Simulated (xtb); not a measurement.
C3H7, SMILES C[CH]C (connectivity only; charge and spin as stated), charge +1, multiplicity 1. All values are semi-empirical tight-binding results from xtb (GFN2-xTB unless named), good for trends rather than for accurate numbers. Geometry optimised at GFN2-xTB. The spin state was assumed, not searched. The isomer is the one that the SMILES or the coordinates give; other isomers of the formula were not compared.

Task: Estimate the properties. (An estimate is asked for; the answer gives what the named calculation found.)

Result: 
The point group as xtb finds it is C2v and the orbital gap comes out as 3.19 eV. The zero-point energy is 53.5 kcal/mol and the G − E(el) at 298.15 K (modified RRHO) comes out as 37.6 kcal/mol. The static polarisability (D4 model) comes out as 34.5 bohr³, the solvation energy, GFN2-xTB/ALPB(water) comes out as -62.9 kcal/mol and the solvation energy, GFN2-xTB/ALPB(acetonitrile) comes out as -54.9 kcal/mol.

Task: Give the IR lines (harmonic; lines under 4 % of the strongest left out, lines within 3 cm⁻¹ merged). (Estimate from the structure and the level; the computed values follow.)

Result: ν (cm⁻¹): 185 (w), 965 (w), 1192 (vs), 1331 (w), 1421 (w), 1500 (m), 2856 (w), 2918 (m) (against the strongest line: vs over 80 %, s over 45 %, m over 15 %, w over 4 %, vw less)
